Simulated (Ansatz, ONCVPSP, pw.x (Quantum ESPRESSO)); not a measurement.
**What a changed setting does to a pw.x run (sc Ti)**

Potential: optimised norm-conserving Vanderbilt (ONCV), ONCVPSP 4.0.1.1 (patched build), PBEsol; core [Ne], reference 3s2 3p6 3d2 4s1.75; waves: 3s+4s: rc 1.60 bohr, ncon 3, nbas 8, qcut 5.8 1/bohr, 2 projectors; 3p: rc 1.20 bohr, ncon 4, nbas 8, qcut 8 1/bohr, 1 projector; 3d: rc 1.75 bohr, ncon 3, nbas 7, qcut 9.3 1/bohr, 2 projectors, debl 2.4 Ha; local part: polynomial inside 0.80 bohr (lpopt 5, dvloc0 0 Ha); core correction: Teter function, fcfact 2.25, rcfact 1.35.

The reference run (k-mesh 13³, cutoffs 80/320 Ry, Fermi–Dirac 0.01 Ry, mixing_beta 0.4, conv_thr 1e-9, no spin) gives -0.64 GPa at 17.680 Å³/atom, where all-electron LAPW gives -0.42 GPa. This run, with its own iteration cap, changes mixing_mode to TF.

```
&control
  calculation='scf', prefix='x', pseudo_dir='./', outdir='./tmp', tstress=.true., disk_io='none'
/
&system
  ibrav=0, nat=1, ntyp=1, ecutwfc=80, ecutrho=320, nbnd=14,
  occupations='smearing', smearing='fd', degauss=0.01
/
&electrons
  conv_thr=1e-09, mixing_beta=0.4, electron_maxstep=60, mixing_mode='TF'
/
ATOMIC_SPECIES
Ti 1.0 Ti.UPF
CELL_PARAMETERS angstrom
  2.60511812 0.00000000 0.00000000
  0.00000000 2.60511812 0.00000000
  0.00000000 0.00000000 2.60511812
ATOMIC_POSITIONS crystal
Ti 0.0000 0.0000 0.0000
K_POINTS automatic
13 13 13 0 0 0
```

```bash
pw.x < Ti.scf.in > Ti.scf.out
```

How does the run end?

It converges in 10 iterations; the free energy moves by +0.0 meV/atom and the pressure by +0.00 GPa. The result is that of the reference run.

```
Message from routine setup:
     using ibrav=0 with symmetry is DISCOURAGED, use correct ibrav instead
     lattice parameter (alat)  =       4.9230  a.u.
     unit-cell volume          =     119.3106 (a.u.)^3
     number of electrons       =        12.00
     number of Kohn-Sham states=           14
     kinetic-energy cutoff     =      80.0000  Ry
     charge density cutoff     =     320.0000  Ry
     scf convergence threshold =      1.0E-09
     Exchange-correlation= PBESOL
     number of k points=    84  Fermi-Dirac smearing, width (Ry)=  0.0100
     iteration #  1     ecut=    80.00 Ry     beta= 0.40
     total energy              =    -118.61681482 Ry
     estimated scf accuracy    <       0.14831592 Ry
     iteration #  2     ecut=    80.00 Ry     beta= 0.40
     total energy              =    -118.60485318 Ry
     estimated scf accuracy    <       0.03726232 Ry
     iteration #  3     ecut=    80.00 Ry     beta= 0.40
     total energy              =    -118.61304922 Ry
     estimated scf accuracy    <       0.00107440 Ry
     [... 4 iterations left out ...]
     iteration #  8     ecut=    80.00 Ry     beta= 0.40
     total energy              =    -118.61317080 Ry
     estimated scf accuracy    <          1.9E-09 Ry
     iteration #  9     ecut=    80.00 Ry     beta= 0.40
     total energy              =    -118.61317080 Ry
     estimated scf accuracy    <          2.4E-09 Ry
     iteration # 10     ecut=    80.00 Ry     beta= 0.40
     the Fermi energy is    12.7518 ev
!    total energy              =    -118.61317080 Ry
     estimated scf accuracy    <          1.7E-10 Ry
     smearing contrib. (-TS)   =      -0.00933350 Ry
     The total energy is F=E-TS. E is the sum of the following terms:
     one-electron contribution =     -45.10020863 Ry
     hartree contribution      =      26.38358386 Ry
     xc contribution           =     -16.89428628 Ry
     ewald contribution        =     -82.99292625 Ry
     convergence has been achieved in  10 iterations
          total   stress  (Ry/bohr**3)                   (kbar)     P=       -6.36
     Message from routine punch:
     Nothing written, as per user request (disk_io='none')
```

The run took about 16 s on one core of a shared host (Neoverse-V2, 96 threads, 742 GiB, load 59).
